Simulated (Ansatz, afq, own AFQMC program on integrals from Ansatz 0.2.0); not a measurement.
## CH3Br, triplet: AFQMC among the cluster methods

```yaml
atoms:
  - { symbol: Br, position_ang: [-0.4992, 0.0000, 0.0000] }
  - { symbol: H, position_ang: [1.5808, 0.0000, 0.0000] }
  - { symbol: C, position_ang: [2.6708, 0.0000, 0.0000] }
  - { symbol: H, position_ang: [3.0852, 0.0000, 0.9962] }
  - { symbol: H, position_ang: [3.0852, 0.0000, -0.9962] }
```

Connectivity, by distances: Br ··· CH3.

Basis cc-pVTZ. Only valence electrons are correlated. Ansatz 0.2.0 and our own AFQMC program on the same integrals; the CISD trial comes from CCSD amplitudes, and released means the phaseless constraint is let go. Error bars are statistical, one sigma. No spin–orbit coupling.

Determinant: UHF, the one that the program's search chose, which needn't be the lowest solution. The geometry is a point of a scan.

No full CI on the walks' own integrals is used here. The released AFQMC energy serves as the reference, which it does only where one determinant dominates, the energy is flat over the last release times and near the phaseless one (40 meV or 2 meV an electron, half that with transition metals). On small molecules, where full CI could be run and the noise was under 10 meV, such values lay within 10 meV of it in 19 cases of 20, a flattering rate, since the rule was set on those same cases; what remains of the bias isn't in the error bar.

Cautions: no relativity below Rb; no spin-orbit coupling; inner d shell frozen; lower spins were not checked; the released value is read at 2.40 1/Eh with a noise of 11 meV, more than in the cases checked (meV from the phaseless value at times in 1/Eh: -10 ± 6 at 0.24, -8 ± 4 at 0.51, -10 ± 6 at 0.99, -20 ± 7 at 1.62, -9 ± 11 at 2.40).

The T1 diagnostic is 0.0102. The weight of the determinant in the CISD state is 0.875 and the ⟨S²⟩ of the determinant is 2.027. The size of the correlated space is 14 electrons in 100 orbitals.

Reference: AFQMC with the constraint released, correlation energy -9.537 ± 0.011 eV.

| level | E − E(reference) (meV) | share of correlation (%) |
| --- | --- | --- |
| HF | 9536.9 ± 10.6 | 0.00 |
| MP2 | 1388.7 ± 10.6 | 85.44 |
| CCSD | 315.4 ± 10.6 | 96.69 |
| CCSD(T) | 34.3 ± 10.6 | 99.64 |
| ph-AFQMC/CISD | 8.5 ± 12.1 | 99.91 |

A walk keeps the symmetry of its determinant, which the program's search chose and which needn't be the lowest solution, so a lower state of the same spin and another symmetry isn't excluded. Released energies are given only where the last usable release times agree within the noise; a slower fall can still hide under it.
